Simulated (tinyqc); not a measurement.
Inside a calculation. Method: geometry optimisation on the B3LYP (VWN-RPA form)/sto-3g surface (energies and gradients from PySCF), for H2O, spin multiplicity 1. Computed by tinyqc, a small Python program that keeps every step (integrals from PySCF). Settings: charge = 0, multiplicity = 1, basis = sto-3g, functional = b3lyp, optimiser = bfgs, first Hessian = 0.15, largest step = 0.1, iteration cap = 30. Command: `OMP_NUM_THREADS=1 python tinyqc.py 23610 23611 out.jsonl` (the two numbers bound the seeds that draw the settings). One thread of a shared host (Intel(R) Xeon(R) Processor @ 2.60GHz), about 3 s of CPU time with the checks.

## Step 1: energy and gradient

positions at the start (bohr):
```
,x,y,z
1O,0.0265,-0.0586,-0.0491
2H,-0.1077,1.2227,1.2038
3H,-0.0454,-1.2491,1.1565
```

Self-consistent energy and analytic gradient at these positions.

energy = -75.293772 hartree

gradient (hartree/bohr):
```
,x,y,z
1O,-0.010662,-0.066467,0.147408
2H,0.005378,-0.086390,-0.040231
3H,0.005272,0.152854,-0.107177
```

## Step 1: move

Quasi-Newton step p = -H^(-1) g (first H = 0.15 times the unit matrix); steps longer than 0.1 bohr are cut back (factor 0.057 here).

positions after step 1 (bohr):
```
,x,y,z
1O,0.0305,-0.0335,-0.1047
2H,-0.1097,1.2552,1.2189
3H,-0.0473,-1.3068,1.1969
```

## Step 2: energy and gradient

As before.

energy = -75.312163 hartree

gradient (hartree/bohr):
```
,x,y,z
1O,-0.003910,-0.015296,0.051341
2H,0.002930,-0.059890,-0.018258
3H,0.000965,0.075184,-0.033082
```

## Step 2: move

inverse Hessian in use (bohr^2/hartree), lower triangle:
```
,1,2,3,4,5,6,7,8,9
1,6.6554
2,-0.0861,6.0310
3,0.1605,1.2199,4.3823
4,0.0040,0.0330,-0.0578,6.6655
5,-0.0419,-0.3901,0.6185,0.0076,6.7264
6,-0.0364,-0.2867,0.5208,0.0120,-0.1086,6.5525
7,0.0073,0.0531,-0.1028,-0.0028,0.0345,0.0244,6.6622
8,0.1280,1.0258,-1.8383,-0.0406,0.3304,0.3953,-0.0876,5.3105
9,-0.1241,-0.9332,1.7636,0.0458,-0.5098,-0.4067,0.0784,1.4430,5.3098
```

Quasi-Newton step p = -H^(-1) g (the inverse Hessian comes from BFGS updates; coordinates in the order x, y, z of each atom); steps longer than 0.1 bohr are cut back (factor 0.243 here).

positions after step 2 (bohr):
```
,x,y,z
1O,0.0304,-0.0596,-0.0956
2H,-0.1124,1.3333,1.2283
3H,-0.0446,-1.3587,1.1784
```

## Convergence

Stop when the largest gradient component is below 3e-5 hartree/bohr. The inverse Hessian follows the BFGS update with s = step, y = change of gradient.

Course of the optimisation:
```
step,E (hartree),largest gradient (hartree/bohr)
1,-75.293772,1.53e-01
2,-75.312163,7.52e-02
3,-75.316958,6.67e-02
4,-75.320766,3.59e-02
5,-75.322739,4.78e-03
6,-75.322775,5.70e-04
7,-75.322775,3.52e-05
8,-75.322775,7.95e-06
```

Final distances (angstrom):
```
pair,distance
2H-1O,1.0271
3H-1O,1.0271
3H-2H,1.5408
```

Converged in 8 steps.
